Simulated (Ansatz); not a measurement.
Results of PBEsol (PAW; Ansatz, a quantum-chemistry and plane-wave program) for bcc Na.

A relaxed, unreconstructed slab of the (310) face has 10 atoms, two equal faces of 27.462 Å² each and an energy of -14757.8502 eV. A bulk cell of 10 atoms with the same orientation and in-plane k mesh has -14758.6983 eV. Energies are extrapolated to zero smearing.

Settings: plane-wave cutoff 500 eV, 14×14×1 k mesh (along the axes of the cell as run), Fermi–Dirac smearing 0.1 eV, scalar-relativistic PAW data made under PBE.

Worked out: γ = (E_slab − N E_bulk per atom)/2A = [-14757.8502 − 10 × (-14758.6983/10)]/(2 × 27.462) = 0.0154 eV/Å². With 16.022 J/m² per eV/Å² this is 0.25 J/m², or 0.42 eV per surface cell and face.

Note: the run warned of electron density left in the vacuum.
